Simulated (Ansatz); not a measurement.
# [BH2···H···H], doublet: transfer scan

All five atoms lie in one plane.

Starting geometry:

```yaml
atoms:
  - { symbol: B, position_ang: [-0.1512, 0.0000, 0.0000] }
  - { symbol: H, position_ang: [-0.7479, 1.0336, 0.0000] }
  - { symbol: H, position_ang: [-0.7479, -1.0336, 0.0000] }
  - { symbol: H, position_ang: [1.0423, 0.0000, 0.0000] }
  - { symbol: H, position_ang: [2.0748, 0.0000, 0.0000] }
```

From there H4 is moved from one fragment to the other while all else, the fragments' distance too, stays fixed; atoms are numbered as listed. Energies are in kJ/mol, counted from the starting geometry at the same level.

Basis 6-31G; Ansatz 0.2.0. Only valence electrons are correlated (noble-gas cores frozen). R marks a restricted (for open shells ROHF) determinant, U an unrestricted one.

Full CI is exact within this basis and frozen core; it isn't the basis-set limit. The frozen core follows each run's orbitals, which can shift R against U totals by a few meV.

| distance B1-H4 (Å) | UHF |
| --- | --- |
| 1.110 | 3.2 |
| 1.194 | 0.0 |
| 1.235 | 3.1 |
| 1.276 | 7.5 |
| 1.317 | 12.4 |
| 1.358 | 17.1 |
| 1.399 | 21.3 |
| 1.440 | 25.4 |
| 1.481 | 30.2 |

Estimate the full CI curve in 6-31G from this one, knowing how UHF errs.

The computed full CI values, in kJ/mol from the starting point, and the error of UHF against them:
```tsv
distance B1-H4 (Å)	full CI	UHF less full CI
1.110	9.2	-5.9
1.194	0.0	0.0
1.235	0.1	2.9
1.276	1.9	5.6
1.317	4.5	7.9
1.358	7.5	9.6
1.399	10.7	10.6
1.440	14.6	10.8
1.481	20.0	10.2
```

The error spans 16.7 kJ/mol and is largest, 10.8 kJ/mol, at 1.440 Å.
